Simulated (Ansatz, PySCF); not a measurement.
Gas-phase reaction in SMILES: [NH] (NH) (triplet) -> [NH+] + e-
Geometries: B3LYP-D3(BJ)/def2-TZVP minima from Ansatz (a quantum-chemistry and plane-wave program). Markedly spin-contaminated UHF reference, which strains HF, MP2 and, less, CCSD(T): [NH+]. High T1 diagnostic, so coupled cluster is less sure: [NH+].

Quantity: adiabatic ionisation energy (0 K, with B3LYP-D3(BJ) harmonic zero-point energies from PySCF), in eV. Correlated levels leave the core frozen unless marked. UHF or UKS for open shells. Spin-orbit coupling is left out. Non-relativistic. CBS(X,Y): correlation extrapolated as X^-3; Hartree-Fock from the larger set (for Q and 5 zeta extrapolated as (X+1)exp(-9√X)).

```tsv
level	program	adiabatic ionisation energy (eV)
B3LYP-D3(BJ)/def2-TZVPD	Ansatz + dftd3	13.61
PBE0/6-31G*	Ansatz	13.53
PBE0/def2-TZVPD	Ansatz	?
r2SCANh-D4/def2-TZVPD	Ansatz + dftd4	13.61
r2SCAN0-D4/def2-TZVPD	Ansatz + dftd4	13.58
HSE06-D3(BJ)/def2-TZVPD	Ansatz + dftd3	13.58
HSE06/def2-TZVPD	Ansatz	13.58
CAM-B3LYP-D4/def2-TZVPD	Ansatz + dftd4	?
LC-wPBE-D3(BJ)/def2-TZVPD	Ansatz + dftd3	?
wB97M-V/def2-TZVPD	Ansatz	13.44
wB97X-V/def2-TZVPD	Ansatz	?
CCSD/aug-cc-pVTZ	Ansatz	13.40
CCSD/cc-pwCVTZ	Ansatz	13.33
CCSD/def2-QZVPPD	Ansatz	13.42
CCSD(T)/CBS(cc-pVQZ,cc-pV5Z)	Ansatz	13.48
```

Task: Fill in the missing entries.

Result: 
- PBE0/def2-TZVPD, adiabatic ionisation energy (eV): 13.59
- CAM-B3LYP-D4/def2-TZVPD, adiabatic ionisation energy (eV): 13.63
- LC-wPBE-D3(BJ)/def2-TZVPD, adiabatic ionisation energy (eV): 13.72
- wB97X-V/def2-TZVPD, adiabatic ionisation energy (eV): 13.45
